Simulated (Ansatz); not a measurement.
# CHN (singlet): from Hartree-Fock to the top rungs at distance N1–H3 = 0.893 Å, 6-31G

Aim: climb from Hartree-Fock through coupled cluster and multireference methods for CHN (singlet) at one geometry and basis, and see what each rung misses.

The runs use Ansatz 0.2.0, Gaussian basis; 6-31G, core rule «outside noble gas», up to 2 orbitals frozen.

To be run: UHF; CCSD(T) on RHF; BCCD(T) on RHF; CISD; CCSDT(Q) on RHF; CISDTQ; CCSDTQ on RHF; CASSCF and MRCISD+Q, 2 electrons in 2 orbitals; CASSCF and NEVPT2, 2 electrons in 2 orbitals; CASSCF and MRCISD+Q, 10 electrons in 9 orbitals; CASSCF and NEVPT2, 10 electrons in 9 orbitals; Full CI.

22 further runs of the same task are left out: 1 for a mislabelled method, 12 that didn't finish, 9 set aside as unsound or not needed.

### 1 The system

The geometry derives from a PBE0/def2-TZVP stationary point (not a proven minimum). One bond is set to the value named and the two fragments are kept rigid.

3 atoms, charge 0, spin multiplicity 1.

Atoms are counted from 1 here; the program's logs count them from 0.

Bond lengths: N1–C2 1.163 Å, N1–H3 0.893 Å. Angles: C2–N1–H3 180.0°.

### 2 UHF

The input, in.yaml:

```yaml
crystal:
  periodic: [false, false, false]
  atoms:
    - {symbol: N, position_ang: [0.000000, 0.000000, -0.090156]}
    - {symbol: C, position_ang: [0.000000, 0.000000, 1.073312]}
    - {symbol: H, position_ang: [0.000000, 0.000000, -0.983156]}
basis:
  gaussian: {orbitals: 6-31G}
magnetization: {spin_polarized: true, initial_magnetization: 0}
hamiltonian: {xc: hf}
output: {orbitals: {seedname: orbitals}}
```

Started as:

```sh
$ ansatz run in.yaml --threads 1 --pin off --events-out ev --progress --plain --max-ram 2393MiB
```

After this run come: CCSD(T) on RHF; BCCD(T) on RHF; CISD; CCSDT(Q) on RHF; CISDTQ; CCSDTQ on RHF; CASSCF and MRCISD+Q, 2 electrons in 2 orbitals; CASSCF and NEVPT2, 2 electrons in 2 orbitals; CASSCF and MRCISD+Q, 10 electrons in 9 orbitals; CASSCF and NEVPT2, 10 electrons in 9 orbitals; Full CI.

Before running them: what should the planned runs give, taken together? Wanted: FCI below the RHF energy; RMP2 from FCI; RCCSD from FCI; RCCSD(T) from FCI; RCCSDT(Q) from FCI; NEVPT2 pair from FCI; MRCISD+Q pair from FCI; NEVPT2 valence from FCI; T1 diagnostic.

As calculated:

| quantity | value |
| --- | --- |
| FCI below the RHF energy | -5.4787 eV |
| RMP2 from FCI | +10.20 kcal/mol |
| RCCSD from FCI | +5.43 kcal/mol |
| RCCSD(T) from FCI | +0.66 kcal/mol |
| RCCSDT(Q) from FCI | 0.00 kcal/mol |
| NEVPT2 pair from FCI | +10.39 kcal/mol |
| MRCISD+Q pair from FCI | +2.76 kcal/mol |
| NEVPT2 valence from FCI | +9.94 kcal/mol |
| levels within 1 kcal/mol (43 meV) | RCCSD(T), BCCD(T), RCCSDT, CISDTQ, RCCSDT(Q), RCCSDTQ, MRCISD+Q valence |
| T1 diagnostic | 0.019 |
| effectively unpaired electrons | 0.08 |

What this shows: RCCSD(T) misses by +0.66 kcal/mol, 0.5 % of the correlation energy. One determinant dominates. Of the multireference levels listed MRCISD+Q valence comes nearest in total energy (+0.68 kcal/mol), which doesn't show that its space is the better one. These misses are within one basis, not against nature.
